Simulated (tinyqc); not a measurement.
RKS/BLYP in the sto-3g basis, for HF, spin multiplicity 1, step by step (part 1 of 2). Computed by tinyqc, a small Python program that keeps every step (integrals from PySCF). Settings: charge = 0, multiplicity = 1, basis = sto-3g, energy threshold = 1e-10, iteration cap = 90, orthogonalisation = symmetric, start = atomic densities, DIIS depth = 6, damping = 0.2, method = RKS, functional = blyp, grid = [30, 50]. Command: `OMP_NUM_THREADS=1 python tinyqc.py 30278 30279 out.jsonl` (the two numbers bound the seeds that draw the settings). One thread of a shared host (Intel(R) Xeon(R) Processor @ 2.60GHz), about 0.5 s of CPU time with the checks. Later iterations appear only in the table of the cycle.

## One-electron integrals

Geometry (angstrom):
```
atom         x         y         z
F     0.000000  0.000000  0.000000
H     0.000000  0.000000  0.970000
```

Basis sto-3g: exponents (1/bohr^2) and contraction coefficients of normalised primitives:
```
element  l (shell)    exponent  coefficient
F            s (1)  166.679130     0.154329
F            s (1)   30.360812     0.535328
F            s (1)    8.216821     0.444635
F            s (2)    6.464803    -0.099967
F            s (2)    1.502281     0.399513
F            s (2)    0.488588     0.700115
F            p (3)    6.464803     0.155916
F            p (3)    1.502281     0.607684
F            p (3)    0.488588     0.391957
H            s (1)    3.425251     0.154329
H            s (1)    0.623914     0.535328
H            s (1)    0.168855     0.444635
```

Overlap, kinetic and nuclear-attraction integrals over the contracted functions; the nuclear repulsion is the sum of Za Zb / Rab.

nuclear repulsion = 4.90989165 hartree

overlap S, lower triangle:
```
           1F 1s     1F 2s    1F 2px    1F 2py    1F 2pz     2H 1s
1F 1s   1.000000
1F 2s   0.237990  1.000000
1F 2px  0.000000  0.000000  1.000000
1F 2py  0.000000  0.000000  0.000000  1.000000
1F 2pz  0.000000  0.000000  0.000000  0.000000  1.000000
2H 1s   0.043602  0.414096  0.000000  0.000000  0.330546  1.000000
```

kinetic energy T (hartree), lower triangle:
```
            1F 1s     1F 2s    1F 2px    1F 2py    1F 2pz     2H 1s
1F 1s   36.984577
1F 2s   -0.212858  1.037995
1F 2px   0.000000  0.000000  3.248015
1F 2py   0.000000  0.000000  0.000000  3.248015
1F 2pz   0.000000  0.000000  0.000000  0.000000  3.248015
2H 1s   -0.003228  0.101990  0.000000  0.000000  0.234319  0.760032
```

nuclear attraction V (hartree), lower triangle:
```
             1F 1s       1F 2s      1F 2px      1F 2py      1F 2pz      2H 1s
1F 1s   -77.555123
1F 2s    -9.306643  -12.083898
1F 2px    0.000000    0.000000  -11.957041
1F 2py    0.000000    0.000000    0.000000  -11.957041
1F 2pz   -0.013457   -0.162991    0.000000    0.000000  -12.059105
2H 1s    -1.754742   -3.825004    0.000000    0.000000   -2.698547  -5.966745
```

core Hamiltonian H = T + V (hartree), lower triangle:
```
             1F 1s       1F 2s     1F 2px     1F 2py     1F 2pz      2H 1s
1F 1s   -40.570546
1F 2s    -9.519500  -11.045903
1F 2px    0.000000    0.000000  -8.709026
1F 2py    0.000000    0.000000   0.000000  -8.709026
1F 2pz   -0.013457   -0.162991   0.000000   0.000000  -8.811090
2H 1s    -1.757970   -3.723014   0.000000   0.000000  -2.464228  -5.206713
```

## Two-electron integrals

Functions are numbered as in S; the eight-fold symmetry (ij|kl) = (ji|kl) = (kl|ij) leaves the list below.

Two-electron integrals (ij|kl) in chemists' order, unique and non-zero (hartree):
```
(11|11) 5.403501   (21|11) 0.841920   (21|21) 0.156299   (22|11) 1.268028
(22|21) 0.292344   (22|22) 0.926167   (31|31) 0.027998   (32|31) 0.043169
(32|32) 0.204588   (33|11) 1.264502   (33|21) 0.292403   (33|22) 0.925959
(33|33) 0.997514   (41|41) 0.027998   (42|41) 0.043169   (42|42) 0.204588
(43|43) 0.053770   (44|11) 1.264502   (44|21) 0.292403   (44|22) 0.925959
(44|33) 0.889973   (44|44) 0.997514   (51|51) 0.027998   (52|51) 0.043169
(52|52) 0.204588   (53|53) 0.053770   (54|54) 0.053770   (55|11) 1.264502
(55|21) 0.292403   (55|22) 0.925959   (55|33) 0.889973   (55|44) 0.889973
(55|55) 0.997514   (61|11) 0.156674   (61|21) 0.028830   (61|22) 0.053546
(61|33) 0.053465   (61|44) 0.053465   (61|51) 0.001183   (61|52) 0.002211
(61|55) 0.053715   (61|61) 0.005373   (62|11) 0.384583   (62|21) 0.089804
(62|22) 0.316011   (62|33) 0.311473   (62|44) 0.311473   (62|51) 0.006105
(62|52) 0.047037   (62|55) 0.324785   (62|61) 0.016791   (62|62) 0.131128
(63|31) 0.009547   (63|32) 0.056016   (63|53) 0.009978   (63|63) 0.019739
(64|41) 0.009547   (64|42) 0.056016   (64|54) 0.009978   (64|64) 0.019739
(65|11) 0.256420   (65|21) 0.060663   (65|22) 0.228558   (65|33) 0.218686
(65|44) 0.218686   (65|51) 0.013163   (65|52) 0.088425   (65|55) 0.248043
(65|61) 0.011835   (65|62) 0.116243   (65|65) 0.122021   (66|11) 0.526131
(66|21) 0.124881   (66|22) 0.505881   (66|33) 0.488266   (66|44) 0.488266
(66|51) 0.011019   (66|52) 0.118479   (66|55) 0.540517   (66|61) 0.023517
(66|62) 0.264939   (66|65) 0.272804   (66|66) 0.774606
```

## Orthogonalisation

S = U s U^T; symmetric (Loewdin) form X = U s^(-1/2) U^T, so that X^T S X = 1.

eigenvalues of S: 0.449305  0.845655  1.000000  1.000000  1.125666  1.579374

X, lower triangle:
```
            1F 1s      1F 2s    1F 2px    1F 2py     1F 2pz     2H 1s
1F 1s    1.023168
1F 2s   -0.131947   1.107586
1F 2px   0.000000   0.000000  1.000000
1F 2py   0.000000   0.000000  0.000000  1.000000
1F 2pz  -0.006640   0.066686  0.000000  0.000000   1.052063
2H 1s    0.021219  -0.259245  0.000000  0.000000  -0.203123  1.134728
```

## Starting guess

The start is atomic minimal-basis densities projected into this basis (PySCF's MINAO start) and scaled to the electron count of each spin; this density is not idempotent, so its energy is not variational and may lie below the converged one.

D at the start, lower triangle:
```
            1F 1s      1F 2s    1F 2px    1F 2py    1F 2pz     2H 1s
1F 1s    2.156768
1F 2s   -0.505059   2.132474
1F 2px   0.000000   0.000000  1.636952
1F 2py   0.000000   0.000000  0.000000  1.636952
1F 2pz   0.015745  -0.088779  0.000000  0.000000  1.513286
2H 1s   -0.016268   0.043572  0.000000  0.000000  0.165381  1.019966
```

## Iteration 1: exchange-correlation on the grid

Becke grid with 30 radial and 50 angular points per atom, points of zero weight dropped. rho = sum D_ij phi_i phi_j; V_xc,ij = sum w v_xc phi_i phi_j plus the gradient terms; v_xc is d(rho eps)/d rho at fixed gradient.

The 16 grid points with the largest w rho, of 2978 (bohr, atomic units):
```
x                  y          z         w       rho  |grad rho|^2     eps_xc       v_xc
0.704702    0.704702   0.000000  0.056351  0.511830      2.355420  -0.676645  -0.800966
-0.704702  -0.704702   0.000000  0.056351  0.511830      2.355420  -0.676645  -0.800966
0.704702   -0.704702   0.000000  0.056351  0.511830      2.355420  -0.676645  -0.800966
-0.704702   0.704702   0.000000  0.056351  0.511830      2.355420  -0.676645  -0.800966
-0.704702   0.000000  -0.704702  0.056407  0.507558      2.346116  -0.675469  -0.798485
0.000000    0.704702  -0.704702  0.056407  0.507558      2.346116  -0.675469  -0.798485
0.000000   -0.704702  -0.704702  0.056407  0.507558      2.346116  -0.675469  -0.798485
0.704702    0.000000  -0.704702  0.056407  0.507558      2.346116  -0.675469  -0.798485
0.572886    0.572886   0.000000  0.032216  0.849267      4.289472  -0.772290  -0.957092
-0.572886  -0.572886   0.000000  0.032216  0.849267      4.289472  -0.772290  -0.957092
0.572886   -0.572886   0.000000  0.032216  0.849267      4.289472  -0.772290  -0.957092
-0.572886   0.572886   0.000000  0.032216  0.849267      4.289472  -0.772290  -0.957092
0.000000   -0.572886  -0.572886  0.032226  0.844762      4.287567  -0.771299  -0.955205
0.000000    0.572886  -0.572886  0.032226  0.844762      4.287567  -0.771299  -0.955205
0.572886    0.000000  -0.572886  0.032226  0.844762      4.287567  -0.771299  -0.955205
-0.572886   0.000000  -0.572886  0.032226  0.844762      4.287567  -0.771299  -0.955205
```

electrons on the grid, sum of w rho = 9.999557

E_xc = sum of w rho eps_xc = -10.93095949 hartree

V_xc (hartree), lower triangle:
```
            1F 1s      1F 2s     1F 2px     1F 2py     1F 2pz      2H 1s
1F 1s   -3.541995
1F 2s   -0.490575  -0.911799
1F 2px   0.000000   0.000000  -0.902263
1F 2py   0.000000   0.000000   0.000000  -0.902263
1F 2pz   0.000408  -0.007913   0.000000   0.000000  -0.910068
2H 1s   -0.092015  -0.297670   0.000000   0.000000  -0.220370  -0.503780
```

## Iteration 1: building the Kohn-Sham matrix

J_ij = sum D_kl (ij|kl); F = H + J + V_xc; E = tr D H + tr D J / 2 + E_xc + E_nn.

Coulomb J (hartree), lower triangle:
```
            1F 1s     1F 2s    1F 2px    1F 2py    1F 2pz     2H 1s
1F 1s   20.210975
1F 2s    3.835477  9.464686
1F 2px   0.000000  0.000000  9.438720
1F 2py   0.000000  0.000000  0.000000  9.438720
1F 2pz   0.009303  0.119153  0.000000  0.000000  9.489577
2H 1s    0.708134  3.235251  0.000000  0.000000  2.383542  5.385810
```

Kohn-Sham matrix F (hartree), lower triangle:
```
             1F 1s      1F 2s     1F 2px     1F 2py     1F 2pz      2H 1s
1F 1s   -23.901566
1F 2s    -6.174598  -2.493016
1F 2px    0.000000   0.000000  -0.172568
1F 2py    0.000000   0.000000   0.000000  -0.172568
1F 2pz   -0.003745  -0.051751   0.000000   0.000000  -0.231581
2H 1s    -1.141851  -0.785433   0.000000   0.000000  -0.301056  -0.324684
```

total energy of this density = -99.83179820 hartree

This density is the starting one; it is not idempotent, so its energy is not variational and may lie below the converged one.

## Iteration 1: diagonalisation and new density

Diagonalise F' = X^T F X, C = X C', fill 5 alpha and 5 beta electrons from the bottom; D = 2 C_occ C_occ^T; the new density keeps 0.2 of the old one (damping). Each column has its largest component positive (the first on a tie).

F' = X^T F X (hartree), lower triangle:
```
            1          2          3          4          5         6
1  -23.443422
2   -3.251424  -1.316764
3    0.000000   0.000000  -0.172568
4    0.000000   0.000000   0.000000  -0.172568
5   -0.028020   0.045210   0.000000   0.000000  -0.136731
6   -0.158660  -0.363809   0.000000   0.000000  -0.292940  0.002482
```

orbital energies (hartree): MO1 -23.913160, MO2 -0.969558, MO3 -0.324550, MO4 -0.172568, MO5 -0.172568, MO6 0.312833

coefficients C:
```
              MO1        MO2        MO3       MO4        MO5        MO6
1F 1s    0.994048  -0.255090   0.066524  0.000000   0.000000   0.084562
1F 2s    0.025097   0.959279  -0.341895  0.000000   0.000000  -0.527326
1F 2px   0.000000   0.000000   0.000000  0.158192   0.987408   0.000000
1F 2py   0.000000   0.000000   0.000000  0.987408  -0.158192   0.000000
1F 2pz   0.002213   0.062440   0.761215  0.000000   0.000000  -0.754476
2H 1s   -0.006233   0.134298   0.455229  0.000000   0.000000   1.082228
```

D after iteration 1, lower triangle:
```
            1F 1s      1F 2s    1F 2px    1F 2py    1F 2pz     2H 1s
1F 1s    2.123557
1F 2s   -0.489011   2.086876
1F 2px   0.000000   0.000000  1.927390
1F 2py   0.000000   0.000000  0.000000  1.927390
1F 2pz   0.062208  -0.338240  0.000000  0.000000  1.236020
2H 1s   -0.019526  -0.034434  0.000000  0.000000  0.600914  0.564486
```

Within a degenerate level the vectors are fixed only up to a rotation; this is one choice.

## Iteration 2: exchange-correlation on the grid

As before.

The 16 grid points with the largest w rho, of 2978 (bohr, atomic units):
```
x                  y          z         w       rho  |grad rho|^2     eps_xc       v_xc
-0.704702  -0.704702   0.000000  0.056351  0.567935      2.900151  -0.697221  -0.829189
-0.704702   0.704702   0.000000  0.056351  0.567935      2.900151  -0.697221  -0.829189
0.704702   -0.704702   0.000000  0.056351  0.567935      2.900151  -0.697221  -0.829189
0.704702    0.704702   0.000000  0.056351  0.567935      2.900151  -0.697221  -0.829189
0.000000    0.704702  -0.704702  0.056407  0.539467      2.682166  -0.687829  -0.814612
0.704702    0.000000  -0.704702  0.056407  0.539467      2.682166  -0.687829  -0.814612
-0.704702   0.000000  -0.704702  0.056407  0.539467      2.682166  -0.687829  -0.814612
0.000000   -0.704702  -0.704702  0.056407  0.539467      2.682166  -0.687829  -0.814612
-0.572886  -0.572886   0.000000  0.032216  0.941547      5.275246  -0.796655  -0.990455
-0.572886   0.572886   0.000000  0.032216  0.941547      5.275246  -0.796655  -0.990455
0.572886   -0.572886   0.000000  0.032216  0.941547      5.275246  -0.796655  -0.990455
0.572886    0.572886   0.000000  0.032216  0.941547      5.275246  -0.796655  -0.990455
0.575386    0.575386  -0.575386  0.052706  0.554772      2.822851  -0.693216  -0.822334
-0.575386   0.575386  -0.575386  0.052706  0.554772      2.822851  -0.693216  -0.822334
0.575386   -0.575386  -0.575386  0.052706  0.554772      2.822851  -0.693216  -0.822334
-0.575386  -0.575386  -0.575386  0.052706  0.554772      2.822851  -0.693216  -0.822334
```

electrons on the grid, sum of w rho = 9.999482

E_xc = sum of w rho eps_xc = -10.98430982 hartree

V_xc (hartree), lower triangle:
```
            1F 1s      1F 2s     1F 2px     1F 2py     1F 2pz      2H 1s
1F 1s   -3.529733
1F 2s   -0.490762  -0.921646
1F 2px   0.000000   0.000000  -0.921245
1F 2py   0.000000   0.000000   0.000000  -0.921245
1F 2pz   0.002091   0.004206   0.000000   0.000000  -0.901893
2H 1s   -0.091852  -0.294755   0.000000   0.000000  -0.210864  -0.467928
```

## Iteration 2: building the Kohn-Sham matrix

As before.

Coulomb J (hartree), lower triangle:
```
            1F 1s     1F 2s    1F 2px    1F 2py    1F 2pz     2H 1s
1F 1s   20.307338
1F 2s    3.869742  9.589877
1F 2px   0.000000  0.000000  9.584480
1F 2py   0.000000  0.000000  0.000000  9.584480
1F 2pz  -0.004146  0.036797  0.000000  0.000000  9.573980
2H 1s    0.713528  3.238941  0.000000  0.000000  2.345732  5.268272
```

Kohn-Sham matrix F (hartree), lower triangle:
```
             1F 1s      1F 2s     1F 2px     1F 2py     1F 2pz      2H 1s
1F 1s   -23.792942
1F 2s    -6.140520  -2.377672
1F 2px    0.000000   0.000000  -0.045791
1F 2py    0.000000   0.000000   0.000000  -0.045791
1F 2pz   -0.015512  -0.121988   0.000000   0.000000  -0.139003
2H 1s    -1.136294  -0.778829   0.000000   0.000000  -0.329360  -0.406370
```

total energy of this density = -99.07438594 hartree

This density is a damped mixture and is not idempotent, and it still holds part of the atomic start, so its energy may lie below the converged one.

## Iteration 2: DIIS over 2 matrices

error matrix X^T (FDS - SDF) X:
```
          1          2         3         4          5          6
1  0.000000  -0.043500  0.000000  0.000000  -0.025375  -0.256226
2  0.043500   0.000000  0.000000  0.000000   0.047391  -0.066134
3  0.000000   0.000000  0.000000  0.000000   0.000000   0.000000
4  0.000000   0.000000  0.000000  0.000000   0.000000   0.000000
5  0.025375  -0.047391  0.000000  0.000000   0.000000   0.151298
6  0.256226   0.066134  0.000000  0.000000  -0.151298   0.000000
```

B (overlaps of the stored error matrices):
```
               1              2
1  3.5889070e+00  7.3364574e-01
2  7.3364574e-01  1.9539775e-01
```

Minimise |sum c_i e_i|^2 with sum c_i = 1: solve [B -1; -1 0][c; lambda] = [0; -1] with B_ij = tr e_i^T e_j, and take F = sum c_i F_i.

DIIS coefficients: -0.232303  1.232303

extrapolated F (hartree), lower triangle:
```
             1F 1s      1F 2s     1F 2px     1F 2py     1F 2pz      2H 1s
1F 1s   -23.767708
1F 2s    -6.132604  -2.350877
1F 2px    0.000000   0.000000  -0.016340
1F 2py    0.000000   0.000000   0.000000  -0.016340
1F 2pz   -0.018245  -0.138304   0.000000   0.000000  -0.117497
2H 1s    -1.135004  -0.777294   0.000000   0.000000  -0.335935  -0.425346
```

## Iteration 2: diagonalisation and new density

As before.

F' = X^T F X (hartree), lower triangle:
```
            1          2          3          4          5          6
1  -23.311886
2   -3.242523  -1.174128
3    0.000000   0.000000  -0.016340
4    0.000000   0.000000   0.000000  -0.016340
5   -0.033217  -0.033162   0.000000   0.000000  -0.011249
6   -0.156769  -0.348709   0.000000   0.000000  -0.314141  -0.110645
```

orbital energies (hartree): MO1 -23.778885, MO2 -0.878857, MO3 -0.247149, MO4 -0.016340, MO5 -0.016340, MO6 0.296983

coefficients C:
```
              MO1        MO2        MO3        MO4       MO5        MO6
1F 1s    0.994163  -0.237696   0.122104   0.000000  0.000000   0.070776
1F 2s    0.024671   0.873824  -0.588061   0.000000  0.000000  -0.453672
1F 2px   0.000000   0.000000   0.000000   0.998751  0.049971   0.000000
1F 2py   0.000000   0.000000   0.000000  -0.049971  0.998751   0.000000
1F 2pz   0.002928   0.167265   0.591677   0.000000  0.000000  -0.880067
2H 1s   -0.006344   0.238426   0.612865   0.000000  0.000000   0.981853
```

D after iteration 2, lower triangle:
```
            1F 1s      1F 2s    1F 2px    1F 2py    1F 2pz     2H 1s
1F 1s    2.120341
1F 2s   -0.505773   2.193364
1F 2px   0.000000   0.000000  1.985478
1F 2py   0.000000   0.000000  0.000000  1.985478
1F 2pz   0.069080  -0.390383  0.000000  0.000000  0.852112
2H 1s    0.015060  -0.250432  0.000000  0.000000  0.764151  0.804882
```

Within a degenerate level the vectors are fixed only up to a rotation; this is one choice.

## Iteration 16 (converged): orbitals

converged F (hartree), lower triangle:
```
             1F 1s      1F 2s     1F 2px     1F 2py     1F 2pz      2H 1s
1F 1s   -23.899159
1F 2s    -6.161404  -2.420858
1F 2px    0.000000   0.000000  -0.085801
1F 2py    0.000000   0.000000   0.000000  -0.085801
1F 2pz   -0.016445  -0.119125   0.000000   0.000000  -0.188430
2H 1s    -1.140184  -0.788882   0.000000   0.000000  -0.334055  -0.401571
```

Diagonalise F' = X^T F X, C = X C', fill 5 alpha and 5 beta electrons from the bottom; D = 2 C_occ C_occ^T. Each column has its largest component positive (the first on a tie).

F' = X^T F X (hartree), lower triangle:
```
            1          2          3          4          5          6
1  -23.443085
2   -3.247248  -1.243527
3    0.000000   0.000000  -0.085801
4    0.000000   0.000000   0.000000  -0.085801
5   -0.033243  -0.017401   0.000000   0.000000  -0.086908
6   -0.157887  -0.354836   0.000000   0.000000  -0.307877  -0.079698
```

orbital energies (hartree): MO1 -23.910179, MO2 -0.928952, MO3 -0.291703, MO4 -0.085801, MO5 -0.085801, MO6 0.277617

coefficients C:
```
              MO1        MO2        MO3        MO4       MO5        MO6
1F 1s    0.994213  -0.244343   0.103521   0.000000  0.000000   0.076795
1F 2s    0.024460   0.908448  -0.502387   0.000000  0.000000  -0.487384
1F 2px   0.000000   0.000000   0.000000  -0.010941  0.999940   0.000000
1F 2py   0.000000   0.000000   0.000000   0.999940  0.010941   0.000000
1F 2pz   0.002808   0.147796   0.672925   0.000000  0.000000  -0.823350
2H 1s   -0.006255   0.194340   0.537125   0.000000  0.000000   1.034512
```

D after iteration 16, lower triangle:
```
            1F 1s      1F 2s    1F 2px    1F 2py    1F 2pz     2H 1s
1F 1s    2.117761
1F 2s   -0.499325   2.156536
1F 2px   0.000000   0.000000  2.000000
1F 2py   0.000000   0.000000  0.000000  2.000000
1F 2pz   0.072682  -0.407470  0.000000  0.000000  0.949360
2H 1s    0.003799  -0.186901  0.000000  0.000000  0.780299  0.652620
```

Within a degenerate level the vectors are fixed only up to a rotation; this is one choice.
